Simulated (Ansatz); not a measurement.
TlInSe₂ (I4/mcm, No. 140) was calculated with LDA (Ansatz, an electronic-structure program, PAW).

Run with plane-wave cutoff 520 eV, 8×8×8 k mesh, Fermi–Dirac smearing 0.01 eV, scalar-relativistic PAW data made under PBE.

Cell (relaxed at this level):

```yaml
crystal:
  lattice:
    - [-3.92960, 3.92960, 3.36274]
    - [3.92960, -3.92960, 3.36274]
    - [3.92960, 3.92960, -3.36274]
  atoms:
    - { symbol: In, position: [0.75000, 0.25000, 0.50000] }
    - { symbol: In, position: [0.25000, 0.75000, 0.50000] }
    - { symbol: Tl, position: [0.25000, 0.25000, 0.00000] }
    - { symbol: Tl, position: [0.75000, 0.75000, 0.00000] }
    - { symbol: Se, position: [0.67828, 0.17828, 0.85656] }
    - { symbol: Se, position: [0.17828, 0.32172, 0.50000] }
    - { symbol: Se, position: [0.32172, 0.82172, 0.14344] }
    - { symbol: Se, position: [0.82172, 0.67828, 0.50000] }
```

Question: Predict the band gap, Γ–Γ gap and bulk modulus B0.

Answer: 
band gap: 0.22 eV (on the SCF k mesh)
Γ–Γ gap: 2.65 eV
bulk modulus B0: 34.8 GPa

Measured, for comparison: band gap 1.12 eV (temperature not stated, no zero-point or thermal correction, thermal gap; as tabulated in arXiv:0804.1639).

Note: the bulk modulus is −V dP/dV from two relaxed cells at ±2 % in volume; the volume lies 7 % below that of the published cell.

Spin–orbit coupling is not included; it can close the smallest gap of 0.22 eV.

Static lattice: no zero-point or thermal effects.

Cost on a shared machine: around 5 core-minutes (rough).
